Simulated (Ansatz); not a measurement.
# H2Cl (doublet): the correlation ladder at distance H1–H2 along a hydrogen transfer = 0.926 Å, 6-31G

Aim: climb from Hartree-Fock through coupled cluster and multireference methods for H2Cl (doublet) at one geometry and basis, and see what each rung misses.

Computed with Ansatz 0.2.0, Gaussian basis. Level: 6-31G, core rule «outside noble gas», up to 5 orbitals frozen.

The runs, in order: UHF; CCSD(T) on ROHF; CCSD(T) on UHF; BCCD(T) on ROHF; CISD; CCSDT(Q) on ROHF; CCSDT(Q) on UHF; CISDTQ; CCSDTQ on ROHF; CCSDTQ on UHF; CASSCF and MRCISD+Q, 3 electrons in 3 orbitals; CASSCF and NEVPT2, 3 electrons in 3 orbitals; CASSCF and MRCISD+Q, 9 electrons in 6 orbitals; CASSCF and NEVPT2, 9 electrons in 6 orbitals; Full CI.

7 further runs of the same task are left out: 6 that didn't finish, 1 set aside as unsound or not needed.

**1. The system**

The geometry derives from fragments relaxed apart (PBE0/def2-TZVP) and kept rigid, so it is no stationary point. A hydrogen atom is moved between rigid fragments.

3 atoms, charge 0, spin multiplicity 2.

Atoms are counted from 1 here; the program's logs count them from 0.

Bond lengths: H2–Cl3 1.485 Å.

**2. UHF**

in.yaml reads:

```yaml
crystal:
  periodic: [false, false, false]
  atoms:
    - {symbol: H, position_ang: [0.000000, 0.000000, -1.112333]}
    - {symbol: H, position_ang: [0.000000, 0.000000, -0.186333]}
    - {symbol: Cl, position_ang: [0.000000, 0.000000, 1.298667]}
basis:
  gaussian: {orbitals: 6-31G}
magnetization: {spin_polarized: true, initial_magnetization: 1}
hamiltonian: {xc: hf}
output: {orbitals: {seedname: orbitals}}
```

The run is started by

```bash
$ ansatz run in.yaml --threads 1 --pin off --events-out ev --progress --plain --max-ram 2393MiB
```

Further steps of the session: CCSD(T) on ROHF; CCSD(T) on UHF; BCCD(T) on ROHF; CISD; CCSDT(Q) on ROHF; CCSDT(Q) on UHF; CISDTQ; CCSDTQ on ROHF; CCSDTQ on UHF; CASSCF and MRCISD+Q, 3 electrons in 3 orbitals; CASSCF and NEVPT2, 3 electrons in 3 orbitals; CASSCF and MRCISD+Q, 9 electrons in 6 orbitals; CASSCF and NEVPT2, 9 electrons in 6 orbitals; Full CI.

Before running them: what should the planned runs give, taken together? Wanted: FCI below the RHF energy; RMP2 from FCI; UMP2 from FCI; RCCSD from FCI; RCCSD(T) from FCI; UCCSD(T) from FCI; RCCSDT(Q) from FCI; UCCSDT(Q) from FCI; NEVPT2 pair from FCI.

**Answer**, as computed:

| quantity | value |
| --- | --- |
| FCI below the RHF energy | -2.0340 eV |
| RMP2 from FCI | +8.85 kcal/mol |
| UMP2 from FCI | +9.39 kcal/mol |
| RCCSD from FCI | +0.54 kcal/mol |
| RCCSD(T) from FCI | +0.13 kcal/mol |
| UCCSD(T) from FCI | +0.11 kcal/mol |
| RCCSDT(Q) from FCI | 0.00 kcal/mol |
| UCCSDT(Q) from FCI | 0.00 kcal/mol |
| NEVPT2 pair from FCI | +4.49 kcal/mol |
| MRCISD+Q pair from FCI | +0.41 kcal/mol |
| NEVPT2 valence from FCI | +7.12 kcal/mol |
| levels within 1 kcal/mol (43 meV) | RCCSD, UCCSD, RCCSD(T), UCCSD(T), BCCD(T), RCCSDT, UCCSDT, CISDTQ, RCCSDT(Q), UCCSDT(Q), RCCSDTQ, UCCSDTQ, MRCISD+Q pair, MRCISD valence, MRCISD+Q valence |
| T1 diagnostic | 0.021 |
| effectively unpaired electrons | 1.01 |

In words: RCCSD(T) misses by +0.13 kcal/mol, 0.3 % of the correlation energy. One determinant dominates. Of the multireference levels listed MRCISD+Q valence comes nearest in total energy (+0.38 kcal/mol), which doesn't show that its space is the better one. These misses are within one basis, not against nature; the frozen cores of restricted and unrestricted runs differ, which can shift their rows.
